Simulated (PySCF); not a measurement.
# Computed NMR parameters against published values

Bonds (- single, = double, # triple, : aromatic): C1-C2 1.517 Å, C2-F3 1.376 Å. C1 carries H4, H5, H6; C2 carries H7, H8.

- J couplings at B3LYP/pcJ-1
- geometry: GFN2-xTB
- PBE0/pcSseg-1 with gauge-including orbitals
- run in PySCF 2.14.0 with density-fitted response routines
- non-relativistic Hamiltonian, no solvent, one averaged value for each set of equivalent atoms, single conformer

Reference values: measured (G. Saielli, R. Bini, A. Bagno, Computational 19F NMR. 2. Organic compounds, RSC Adv. 2014, ESI (exp. from Berger-Braun-Kalinowski 1994 and Everett 1995)).
| atoms | quantity | reference | computed | computed, scaled |
| --- | --- | --- | --- | --- |
| F3 | δ 19F vs CFCl3 | -211.5 | -240.8 | -210.9 |

Reference values: measured (solution, not stated per compound (mostly CDCl3 or CCl4); Pretsch, Buehlmann, Badertscher, Structure Determination of Organic Compounds, 4th ed. (2009)).
| atoms | quantity | reference | computed | computed, scaled |
| --- | --- | --- | --- | --- |
| C2 | δ 13C | 80.1 | 82.8 | 78.5 |
| C1 | δ 13C | 15.8 | 18.8 | 16.2 |
| H7/H8 | δ 1H | 4.55 | 4.81 | 4.62 |
| H4/H5/H6 | δ 1H | 1.35 | 1.36 | 1.37 |

Reference values: CCSD(T)/13s9p4d3f (gas (isolated, no vibration); M. E. Harding, PhD thesis, Mainz 2008 (Harding, Lenhart, Auer, Gauss, JCP 2008, 128, 244111)).
```
atoms  quantity  reference  computed
   F3     σ 19F      425.6     411.7
```

Reference values: CCSD(T)/cc-pVQZ (gas (isolated, no vibration); M. Maurer, PhD thesis, LMU Munich (Maurer, Ochsenfeld, JCTC 2015 SI; set of Flaig et al., JCTC 2014, 10, 572)).
```csv
atoms,quantity,reference,computed,"computed, scaled"
F3,δ 19F vs CFCl3 (same level),-214.5,-240.8,-210.9
```

Reference values: CCSD(T)/13s9p4d3f + vibration and temperature (MP2) (gas, 300 K; M. E. Harding, PhD thesis, Mainz 2008 (Harding, Lenhart, Auer, Gauss, JCP 2008, 128, 244111)).
| atoms | quantity | reference | computed |
| --- | --- | --- | --- |
| F3 | σ 19F | 413.1 | 411.7 |

Absolute shieldings are compared as such; zero-point and thermal motion, absent here, lowers them by some tenths of a ppm for H, a few ppm for C and up to about 10 ppm for F.

Computed shifts are σ(ref) − σ with the named reference compound (TMS for H and C) calculated as an isolated molecule at the same level. The measured values may be among those fitted. Shieldings were converted by linear fits to measured shifts (mostly CDCl3, TMS scale, for H and C): 19F (scatter 6.0 ppm rms, 7.0 ppm with the 5 outliers that the fit left out vs CFCl3, solution or neat liquid, with a term for F on sp3 carbon); 13C (scatter 2.1 ppm rms, 2.3 ppm with the 13 outliers that the fit left out); 1H (scatter 0.17 ppm rms, 0.18 ppm with the 4 outliers that the fit left out). Occasional misses reach two or three times the rms, and more in compound classes unlike the fitted ones.

Coupling constants in Hz (some tables give magnitudes without signs):
```tsv
coupling	reference	computed	source
1J(C2,F3)	160.6	-223.0	measured; solution; Gryff-Keller and Szczecinski, RSC Adv. 2016, 6, 82783
2J(C1,F3)	20.7	20.3	measured; solution; Gryff-Keller and Szczecinski, RSC Adv. 2016, 6, 82783
2J(F3,H7)	47.1	52.8	measured; solution; Gryff-Keller and Szczecinski, RSC Adv. 2016, 6, 82783
3J(F3,H4)	26.4	23.9	measured; solution; Gryff-Keller and Szczecinski, RSC Adv. 2016, 6, 82783
3J(H7,H4)	7.0	7.4	measured; Provasi, Aucar, Sauer, J. Chem. Phys. 2000, 112 (locally dense basis sets, vicinal couplings in H3C-CH2X)
```

**Question.** How far are the unscaled 19F shifts from the references?

**Answer.** Mean signed difference -27.80 ppm, mean absolute 27.80 ppm over 2 comparisons; the largest is -29.3 ppm at F3 (fluorine on an sp3 carbon).

**Question.** How far are the unscaled 13C shifts from the references?

**Answer.** Mean signed difference +2.85 ppm, mean absolute 2.85 ppm over 2 comparisons; the largest is +3.0 ppm at C1 (methyl carbon).

**Question.** How far are the unscaled 1H shifts from the references?

**Answer.** Mean signed difference +0.13 ppm, mean absolute 0.13 ppm over 2 comparisons; the largest is +0.26 ppm at H7/H8 (hydrogen on an sp3 CH2 bonded to F).

**Question.** How far are the unscaled 19F shieldings from the references?

**Answer.** Mean signed difference -7.65 ppm, mean absolute 7.65 ppm over 2 comparisons; the largest is -13.9 ppm at F3 (fluorine on an sp3 carbon).

13 of the 16 published NMR values on file for this molecule are compared. The rest: other calculations.

Common functionals overestimate the size of one-bond C–F couplings by tens of Hz; these are unscaled. Unscaled 3J(H,H) at this level run about 10 % above measured values.
